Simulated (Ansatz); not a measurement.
`ClCCCl` + H–F → `FCCCl` + HCl  (substitution at a C–Cl bond)

Computed with Ansatz on PBE0-D4/def2-TZVP structures; ΔE is electronic, products minus reactants. CBS: def2 TZ/QZ extrapolation, frozen cores. DFT in def2-TZVPP. B3LYP here is the variant with VWN-RPA as its local correlation; programs differ in this. Each species was taken in one conformer, which may not be the lowest.

**Question.** Is it downhill or uphill in electronic energy at CCSD(T)/CBS, and by how much? (Best estimate.)

**Answer.** Ansatz gave: Uphill: ΔE = +6.7 kcal/mol.

**Question.** What do these levels give: PBE-D4, r2SCAN-D4, PBE0-D4, B3LYP-D4, B2PLYP, B3LYP, HF/def2-TZVPP, MP2/def2-TZVPP, CCSD(T)/def2-TZVPP, HF/def2-QZVPP, CCSD/def2-QZVPP, HF/CBS(def2)? (Estimate.)

**Answer.** Computed: PBE-D4 5.4, r2SCAN-D4 4.3, PBE0-D4 5.5, B3LYP-D4 4.2, B2PLYP 4.4, B3LYP 2.9, HF/def2-TZVPP 1.2, MP2/def2-TZVPP 7.9, CCSD(T)/def2-TZVPP 5.3, HF/def2-QZVPP 1.3, CCSD/def2-QZVPP 5.3, HF/CBS(def2) 1.3 kcal/mol.

Largest T1 diagnostic among the species: 0.010.

In def2-TZVPP, CCSD(T) changes the Hartree–Fock value by +4.1 kcal/mol (the triples alone add +0.7 kcal/mol) and MP2 by +6.7 kcal/mol. The D4 term adds +1.3 kcal/mol with B3LYP and +0.7 kcal/mol with PBE0; it sums over pairs of atoms, weighted by their polarisabilities, and B3LYP, whose exchange is more repulsive, gets the larger term.
